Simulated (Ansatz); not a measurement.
A made-up structure of CH₇SSi (charge +1), singlet:

```xyz
10
angstrom
C -0.7488 0.7327 -0.6974
Si -0.2851 -0.7469 -0.0934
S 0.9281 0.2994 1.3882
H -1.3693 0.2973 -1.3701
H 0.0751 1.3688 -1.2515
H -1.2892 1.3979 0.1046
H 0.6124 -1.6089 -1.0365
H -1.2805 -1.5588 0.8389
H 1.3329 -0.8716 1.6045
H 2.0243 0.6900 0.5126
```

It is relaxed with PBE-D4/def2-SVP and then PBE0-D4/def2-TZVP (Ansatz 0.2.0). Atoms count as bonded within 1.22 times the sum of their covalent radii (H–H: 0.88 Å). The end point is not checked to be a true minimum.

Problem. Does its bonding change? (Judge from chemistry; the calculation decides.)

Solution. Computed: No: no bond forms or breaks.

Where it ends: The first stage lowers the energy by 2.28 eV in 9 steps. It ends as CH₇SSi ([CH3][SiH2][SH2]), total charge +1:
C1  (-0.957, 0.811, -0.879)
Si2  (-0.261, -0.693, -0.084)
S3  (1.160, 0.126, 1.551)
H4  (-1.678, 0.483, -1.637)
H5  (-0.191, 1.401, -1.387)
H6  (-1.490, 1.439, -0.163)
H7  (0.651, -1.531, -0.886)
H8  (-1.147, -1.463, 0.811)
H9  (1.718, -1.050, 1.914)
H10  (2.196, 0.477, 0.759)
(Å)

Labels in which every atom is bracketed show which atoms are joined, not bond orders.

For scale, one of the runs: PBE0-D4/def2-TZVP relaxation, 147 basis functions, launched by `ansatz run in.yaml --threads 2 --pin off --events-out ev --progress --plain --max-ram 4352MiB`. Hardware: 2 CPU threads of an Arm Neoverse N1, shared host. Wall time about 42 s.
